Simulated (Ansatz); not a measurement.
# CH₆AlO+ (SMILES C[OH+][AlH2]): single points off equilibrium

The task here is to estimate one member of a computed series from the others.

Program: Ansatz 0.2.0, Gaussian basis. Level of theory: single points in def2-TZVPP. These are calculated values, not measurements.

Cores are frozen in the correlated methods.

## The starting structure

SMILES `C[OH+][AlH2]`, 9 atoms, charge 1, spin multiplicity 1.

Atoms are counted from 1 here; the program's logs count them from 0.

Bond lengths: C1–O2 1.545 Å, C1–H4 1.345 Å, C1–H5 1.199 Å, C1–H6 1.064 Å, O2–Al3 1.795 Å, O2–H7 1.015 Å, Al3–H8 1.592 Å, Al3–H9 1.671 Å. Angles: O2–C1–H4 101.6°, O2–C1–H5 109.0°, O2–C1–H6 110.6°, H4–C1–H5 111.3°, H4–C1–H6 113.4°, H5–C1–H6 110.5°, C1–O2–Al3 126.1°, C1–O2–H7 106.4°, Al3–O2–H7 127.2°, O2–Al3–H8 116.7°, O2–Al3–H9 113.1°, H8–Al3–H9 130.2°.

As a file:

```
atom     x (Å)     y (Å)     z (Å)
  C1  -0.36200   1.11070  -0.62990
  O2   0.38430  -0.22560  -0.42290
 Al3   0.24160  -1.30620   1.00320
  H4  -1.06160   1.20870   0.51500
  H5  -1.08920   1.00980  -1.57830
  H6   0.32820   1.90770  -0.77250
  H7   0.88110  -0.41340  -1.28730
  H8   1.12510  -2.63070   0.98880
  H9  -0.80540  -0.72170   2.16630
```

The first run:

run/in.yaml

```yaml
crystal:
  periodic: [false, false, false]
  atoms:
    - {symbol: C, position_ang: [-0.362000, 1.110700, -0.629900]}
    - {symbol: O, position_ang: [0.384300, -0.225600, -0.422900]}
    - {symbol: Al, position_ang: [0.241600, -1.306200, 1.003200]}
    - {symbol: H, position_ang: [-1.061600, 1.208700, 0.515000]}
    - {symbol: H, position_ang: [-1.089200, 1.009800, -1.578300]}
    - {symbol: H, position_ang: [0.328200, 1.907700, -0.772500]}
    - {symbol: H, position_ang: [0.881100, -0.413400, -1.287300]}
    - {symbol: H, position_ang: [1.125100, -2.630700, 0.988800]}
    - {symbol: H, position_ang: [-0.805400, -0.721700, 2.166300]}
basis:
  gaussian: {orbitals: def2-TZVPP}
total_charge: 1
correlation: {method: ccsd_t}
output: {forces: true}
```

The command line of these runs was not kept.

Steps of the session up to this table: CCSD(T)/def2-TZVPP; PBE0-D4/def2-TZVPP; wB97M-V/def2-TZVPP; r2SCAN-D4/def2-TZVPP; PBE-D4/def2-TZVPP; revPBE-D4/def2-TZVPP; BLYP-D4/def2-TZVPP.

One table of the session follows, with a row left open; its other results are not shown here.

| method | RMS force component (eV/Å) | angle to CCSD(T) forces (°) |
| --- | --- | --- |
| CCSD(T) | 1.655 | reference |
| PBE0-D4 | 1.667 | 2.6 |
| wB97M-V | 1.689 | 1.2 |
| r2SCAN-D4 | 1.631 | 1.9 |
| PBE-D4 | 1.554 | 4.5 |
| revPBE-D4 | ? | ? |
| BLYP-D4 | 1.538 | 5.2 |

Estimate the missing values for revPBE-D4.

**Answer.** RMS force component (eV/Å): 1.547; angle to CCSD(T) forces (°): 4.7. In the column «RMS force component (eV/Å)» it lies between BLYP-D4 (1.538) and PBE-D4 (1.554).
